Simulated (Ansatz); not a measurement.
Solid CO2 (dry ice), treated with LDA (Ansatz, a program for electronic structure, PAW).

Settings: plane-wave cutoff 520 eV, 4×4×4 k mesh, perturbation theory, scalar-relativistic PAW data made under PBE.

Cell (relaxed at this level):

```
CELL_PARAMETERS angstrom
      5.28417     0.00000     0.00000
      0.00000     5.28417     0.00000
      0.00000     0.00000     5.28417
ATOMIC_POSITIONS crystal
  C  0.00000 0.50000 0.50000
  C  0.50000 0.00000 0.50000
  C  0.00000 0.00000 0.00000
  C  0.50000 0.50000 0.00000
  O  0.87324 0.62676 0.37324
  O  0.37324 0.87324 0.62676
  O  0.87324 0.87324 0.87324
  O  0.12676 0.12676 0.12676
  O  0.62676 0.37324 0.87324
  O  0.62676 0.12676 0.37324
  O  0.37324 0.62676 0.12676
  O  0.12676 0.37324 0.62676
```

Task: Predict the high-frequency dielectric constant and dielectric constant ε0 (ions relaxed).

Result: 
* **high-frequency dielectric constant**: 2.22
* **dielectric constant ε0 (ions relaxed)**: 2.61
